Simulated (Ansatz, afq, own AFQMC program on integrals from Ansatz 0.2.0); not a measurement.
# CO, triplet: AFQMC among the cluster methods

```yaml
atoms:
  - { symbol: O, position_ang: [0.0000, 0.0000, 0.0000] }
  - { symbol: C, position_ang: [0.0000, 0.0000, 1.6620] }
```

Basis 6-31G. Only valence electrons are correlated. AFQMC by an in-house program on the Cholesky factors that Ansatz 0.2.0 writes for its CCSD(T) run. ph-AFQMC/CISD is guided by a CISD state made of CCSD amplitudes; releasing the constraint for a short imaginary time cuts its bias at the price of noise, slowly where states lie close. Uncertainties: one standard error, sampling alone.

Determinant: UHF, the one that the program's search chose, which needn't be the lowest solution. The geometry is a point of a scan.

Full CI on the same integrals is exact in this basis and with this determinant's frozen core.

Cautions: lower spins were not checked; strong correlation (T1 0.042, weight of the determinant 0.86, largest double 0.11); (Q) is large, 101 meV, so the cluster series hasn't closed; CCSD(T) is in doubt: in a space of 10 electrons in 9 natural orbitals full CI lies 139 meV below it; the CCSDT(Q) amplitudes may be one of several solutions (largest double 0.72); the CCSDTQ amplitudes may be one of several solutions (largest double 0.86); the released energy hasn't reached full CI (222 meV above it at 2.40 1/Eh), so no released level is given (meV from the phaseless value at times in 1/Eh: -11 ± 5 at 0.24, -18 ± 5 at 0.51, -50 ± 5 at 0.99, -48 ± 9 at 1.62, -45 ± 13 at 2.40); the determinant fills πx and πy unequally, so it mixes two states of the linear molecule, and each level undoes that mixture to a different degree, while full CI gives the lower state.

- T1 diagnostic: 0.0424
- weight of the determinant in the CISD state: 0.864
- ⟨S²⟩ of the determinant: 2.039
- size of the correlated space: 10 electrons in 16 orbitals

```csv
level,correlation energy (eV)
MP2,-3.8901
CCSD,-4.5911
CCSD(T),-4.8128
```

(1) Estimate where full CI lies against CCSD(T) on the same integrals.

(1) 30.8 kJ/mol below CCSD(T).

Reference: full CI, correlation energy -5.133 eV. The cautions show a poor starting determinant, so the rows tell how each method copes with it here, and full CI is the sure value.

```csv
level,E − E(reference) (kJ/mol),share of correlation (%)
CCSD(T),30.8,93.77
CCSDT,7.7,98.45
CCSDT(Q),-2.1,100.42
CCSDTQ,0.5,99.90
ph-AFQMC/CISD,25.8 ± 0.6,94.79
```

CCSDT and higher add their correlation energy to the determinant of the CCSD(T) run, since their own runs factorise the integrals more tightly (a shift of under 2 meV).
